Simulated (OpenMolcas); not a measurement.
# A ladder of methods for Si2H5Cl (SMILES [SiH3][SiH2]Cl)

The species is Si2H5Cl (8 atoms), meant as a singlet with charge 0. SMILES: `[SiH3][SiH2]Cl`. The coordinates come from a PBE0-D4/def2-TZVP relaxation.

Quantity: the dipole moment, in D. The values are calculated.

| level | kind | program | value (D) | CPU time |
| --- | --- | --- | --- | --- |
| SVWN5/cc-pVDZ | LDA | OpenMolcas | 1.39 | 39 s |
| BLYP/cc-pVDZ | GGA | OpenMolcas | 1.32 | 48 s |
| PBE/cc-pVDZ | GGA | OpenMolcas | 1.36 | 51 s |
| revPBE/cc-pVDZ | GGA | OpenMolcas | 1.35 | 61 s |
| TPSS/cc-pVDZ | meta-GGA | OpenMolcas | 1.40 | 63 s |
| B3LYP/cc-pVDZ | global hybrid | OpenMolcas | 1.45 | 53 s |
| BHLYP/cc-pVDZ | global hybrid | OpenMolcas | 1.59 | 52 s |
| PBE0/cc-pVDZ | global hybrid | OpenMolcas | 1.50 | 52 s |

The values span 1.32 to 1.59 D. Magnitudes only. Times are those of the runs behind each value, whatever else they computed, on shared processors of several kinds: orders of magnitude only.
